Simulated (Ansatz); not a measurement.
Ansatz (a program for electronic structure) input:

Ansatz 0.2 input:
```yaml
crystal:
  periodic: [false, false, false]
  atoms:
    - {symbol: C, position_ang: [0.11024116, 0.06590209, 0.32628565]}
    - {symbol: C, position_ang: [-0.13743074, -0.05229680, 1.54461501]}
    - {symbol: C, position_ang: [0.03000625, -0.00054766, -1.11925553]}
    - {symbol: H, position_ang: [0.00605369, 0.99817219, -1.56053825]}
    - {symbol: H, position_ang: [0.86832098, -0.56246323, -1.53665800]}
    - {symbol: H, position_ang: [-0.89127470, -0.51405474, -1.41267451]}
basis:
  gaussian:
    orbitals: def2-TZVP
hamiltonian:
  xc: b3lyp
  dispersion: d3bj
magnetization: {spin_polarized: true, initial_magnetization: 1}
phonons: {temperatures: {t_min: 298.15, t_max: 298.15, t_step: 100}}
```

What final total energy does it print?

-115.98715 Eh (B3LYP-D3(BJ)/def2-TZVP). The basis has 111 functions.

It need not be the lowest isomer of its formula.
